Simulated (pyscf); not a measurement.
Thermochemistry of product channels of AsH₃ (SMILES [AsH3]) + AsH₂• (SMILES [AsH2]) on the doublet surface, in kcal/mol, from ωB97M-D3(BJ)/def2-TZVP energies (ideal gas, 1 atm, RRHO with modes under 100 cm⁻¹ raised to 100, one conformer, R ln 2 for chiral ones without a mode under 150 cm⁻¹). PySCF, gas phase, ωB97X-D3(BJ)/def2-SVP geometries.

```tsv
products	ΔE	ΔH(298 K)	ΔG(298 K)	ΔG(600 K)
H₂As–AsH₂ (SMILES [AsH2][AsH2]) + H• (SMILES [H])	[?]	+27.1	+29.7	+31.9
•HAs–AsH₂ (SMILES [AsH][AsH2]) + H₂ (SMILES [H][H])	[?]	-3.9	-3.0	-2.6
```

Some entries are withheld; supply them.


- H₂As–AsH₂ (SMILES [AsH2][AsH2]) + H• (SMILES [H]), ΔE: +28.6
- •HAs–AsH₂ (SMILES [AsH][AsH2]) + H₂ (SMILES [H][H]), ΔE: -3.4

These are energies of the channels, which say nothing of barriers. Elements up to Kr have no core potential and no relativistic terms here.
